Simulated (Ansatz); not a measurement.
hcp Re, treated with PBE+SOC in Ansatz (plane waves, PAW).

Run with plane-wave cutoff 520 eV, 24×24×12 k mesh (along the axes of the cell as run), Fermi–Dirac smearing 0.05 eV, PAW data made under PBE.

Shape and atoms are relaxed at each volume.

Pressure at four volumes; x = ln(V/14.974 Å³). One pressure is withheld.

```csv
V (Å³/atom),x,P (GPa)
14.375,-0.0408,?
14.675,-0.0202,7.59
14.974,0.0000,-0.01
15.573,0.0392,-12.91
```

### Question
Pass a parabola P(x) through the three rows shown, estimate the bulk modulus and its pressure derivative near zero pressure, and predict the withheld pressure.

### Answer
Slopes between the rows: (-0.01 − (7.59))/(0.0000 − (-0.0202)) = -376.24 and (-12.91 − (-0.01))/(0.0392 − (0.0000)) = -329.08 GPa. Their difference over the span 0.0594 is c = 47.16/0.0594 = 793.9 GPa, so P(x) = 7.59 + (-376.24)(x − (-0.0202)) + 793.9 (x − (-0.0202))(x − (0.0000)). At the middle row B = −dP/dx = −[-376.24 + 793.9 × 0.0202] = 360.2 GPa, and B′ = dB/dP = 2c/B = 4.4. At x = -0.0408 the parabola gives 16.01 GPa; the run gives 16.07 GPa. The Birch–Murnaghan fit to the energies at all volumes has B0 = 359 GPa and B′ = 4.5.

Measured, for comparison: bulk modulus 369 GPa (zero-point energy and finite temperature contributions removed, our sources range from 369 to 381; as tabulated in doi:10.1021/acs.jctc.3c00612). Computed (rounded) less measured: bulk modulus -3 % (-3 % to -6 % over the range).

Note: the bulk modulus comes from volumes at which shape and atoms were relaxed.

Ansatz is an electronic-structure program.
